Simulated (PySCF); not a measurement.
**Computed and reference excited states of `C=N` (CH3N)**

Published values to compare with (the computed states carry no symmetry labels, so the two lists aren't matched line by line):

```json
{"state": "3A''(n→π*)", "E (eV)": "4.65", "f": "", "kind of transition": "vertical absorption", "source": "[1]"}
{"state": "1A''(n→π*)", "E (eV)": "5.23", "f": "0.003", "kind of transition": "vertical absorption", "source": "[1]"}
```

[1] computed, theoretical best estimate (aug-cc-pVTZ, frozen core, CC3 geometry), gas; Veril, Scemama, Caffarel, Lipparini, Boggio-Pasqua, Jacquemin, Loos, WIREs Comput. Mol. Sci. 2021, 11, e1517 (QUESTDB)

Compound: CH3N.
InChI=1S/CH3N/c1-2/h2H,1H2

Computed with TDDFT CAM-B3LYP/def2-SVPD, vertical, gas phase, core orbitals frozen in the response (PySCF 2.14.0, density-fitted response routines). Geometry: PBE0-D3(BJ)/def2-SVP; no solvent, vibrations or thermal averaging.

Computed singlets: 5.14 eV (f 0.002); 7.38 eV (f 0.004); 8.45 eV (f 0.076); 8.79 eV (f 0.237); 9.03 eV (f 0.047); 9.31 eV (f 0.000).

Rough CPU time on one thread of a shared machine: about 4 s.
